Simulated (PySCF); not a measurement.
fluoromethane cation (CH3F), SMILES CF (connectivity only; charge and spin as stated), charge +1, multiplicity 2. Atoms are numbered in the order given.

```xyz
5

C      0.0828     0.5663     0.0000
F     -0.0188    -0.7167     0.0000
H      1.0886     0.9794     0.0000
H     -0.7083     1.0367    -0.7247
H     -0.7083     1.0367     0.7247
```
Charge +1, spin multiplicity 2.

Coordinates come from a B3LYP-D3(BJ)/def2-TZVP optimisation. The spin state was assumed, not searched.

All values below come from PySCF with PBE/def2-TZVPD.

The molecule is in vacuum.

| Item | Value |
|---|---|
| total energy | -139.20326 hartree |
| point group | Cs |
| α spin, highest occupied and lowest empty level | -17.01 and -6.74 eV |
| β spin, highest occupied and lowest empty level | -17.44 and -15.47 eV |
| dipole moment about the centre of nuclear charge | 3.64 D |
| mean static polarisability | 14.7 bohr³ (2.17 Å³) |
| polarisability, principal values | 12.9, 13.2, 17.9 bohr³ |
| ⟨S²⟩ | 0.752 (pure state 0.75) |
